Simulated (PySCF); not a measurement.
## Mayer bond orders and bond lengths

Species: CHF₂O₂S (charge -1).
SMILES with atom numbers: `[O:1]=[S@@:2]([O-:3])[CH:4]([F:5])[F:6]` (hydrogens: H7 on C4)

Structure used (GFN2-xTB), in Å, numbered top down from 1:
```xyz
7
CHF2O2S angstrom
O      1.2420    1.2096   -1.0773
S      1.1696   -0.1718   -0.5546
O      1.8712   -0.3312    0.7372
C     -0.7179   -0.1352    0.1299
F     -1.0947   -1.3038    0.7397
F     -1.6471    0.0569   -0.8597
H     -0.8198    0.6803    0.8578
```

Bond orders from the PBE0/pcSseg-1 density (PySCF). Isolated species at its GFN2-xTB geometry (one conformer only). The pcSseg-1 basis has no diffuse functions, a weakness for an anion.

(1) How far do the computed orders between heavy atoms stray from the drawn ones?

(2) Give the Mayer order of every bond, beside its length.

(3) Sum the orders of all bonds at each heavy atom with more than one neighbour and set the sums beside the valence in the SMILES.

Results:

(1) The largest departure is 0.554, at S2–O3 (drawn single, 1.554). Drawn single, order above 1.12: S2–O3 (1.554). Drawn single, order below 0.88: S2–C4 (0.671). Drawn double or triple, more than 0.30 short of the drawn order: O1–S2 (1.554). The SMILES, with its formal charges, is one Lewis structure only.

(2) 
```tsv
bond	drawn as	length (Å)	Mayer order
O1–S2	double	1.479	1.554
S2–O3	single	1.479	1.554
S2–C4	single	2.008	0.671
C4–F5	single	1.371	0.898
C4–F6	single	1.371	0.898
C4–H7	single	1.098	0.919
```

(3) S2 3.779 (drawn 4), C4 3.386 (drawn 4). Orders between atoms that aren't bonded are not in these sums.

The Mayer order sums products of elements of PS (density times overlap matrix) between the two atoms' basis functions, so it depends on the basis set.
